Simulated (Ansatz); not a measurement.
Rutile SnO2 was calculated with PBE in Ansatz (plane waves, PAW).

Settings: plane-wave cutoff 520 eV, 6×6×8 k mesh (along the axes of the cell as run), scalar-relativistic PAW data made under PBE.

Cell (relaxed at this level):

```
SnO2
1.0
    4.82773     0.00000     0.00000
    0.00000     4.82773     0.00000
    0.00000     0.00000     3.23788
Sn O
2 4
Direct
  0.00000   0.00000   0.00000
  0.50000   0.50000   0.50000
  0.30658   0.30658   0.00000
  0.80658   0.19342   0.50000
  0.19342   0.80658   0.50000
  0.69342   0.69342   0.00000
```

Task: Give the computed polycrystal shear modulus (Hill average), Voigt–Reuss–Hill bulk modulus, elastic constant C33, elastic constant C12, Young modulus, elastic constant C11, elastic constant C13, elastic constant C44 and elastic constant C66.

Result: 
- polycrystal shear modulus (Hill average): 84.3 GPa
- Voigt–Reuss–Hill bulk modulus: 172 GPa
- elastic constant C33: 377 GPa
- elastic constant C12: 140 GPa
- Young modulus: 217 GPa
- elastic constant C11: 209 GPa
- elastic constant C13: 128 GPa
- elastic constant C44: 84.6 GPa
- elastic constant C66: 177 GPa

Measured, for comparison: Voigt–Reuss–Hill shear modulus 102 GPa (temperature not stated, not corrected to a static lattice, Hill average of measured single-crystal constants; as tabulated in Oses et al. (2018), arXiv:1811.08464); elastic constant C33 450 GPa, elastic constant C12 177 GPa, elastic constant C11 262 GPa, elastic constant C13 156 GPa, elastic constant C44 103 GPa, elastic constant C66 207 GPa (temperature not stated, not corrected to a static lattice; as tabulated in Oses et al. (2018), arXiv:1811.08464). Computed (rounded) less measured: Voigt–Reuss–Hill shear modulus -17 %, elastic constant C33 -16 %, elastic constant C12 -21 %, elastic constant C11 -20 %, elastic constant C13 -18 %, elastic constant C44 -18 %, elastic constant C66 -14 %.

Elastic constants are with the ions relaxed.

Spin–orbit coupling is not included.

The computed numbers hold no vibrational or temperature effects.

Computing time: around 6 core-minutes (rough).

Ansatz is an electronic-structure program.
